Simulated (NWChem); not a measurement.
Molecule: NH2, doublet; SMILES [NH2]

Results from NWChem. Spin-unrestricted. In the optimisation the excess spin sits in b2 (C2v, its own frame). The geometry was optimised at PBE0-D3(BJ)/def2-TZVP, spin-unrestricted. No stability test was run on the SCF state. Vertical excitations in the gas phase; the lowest state need not have the same character in each row. Excited states of an open shell can be spin-contaminated.

For level CAM-B3LYP/def2-SVPD, TDA:

- lowest excitation (eV): 2.21
- lowest state with f > 0.02 (eV): 8.10
- lowest empty minus highest occupied level, either spin (eV): 8.50

Q: Estimate the same quantities for level LDA (Slater exchange, VWN5)/def2-SVPD, TDA.

A: The lowest excitation (eV) is 2.02, the lowest state with f > 0.02 (eV) comes out as 7.39 and the lowest empty minus highest occupied level, either spin (eV) is 1.92.
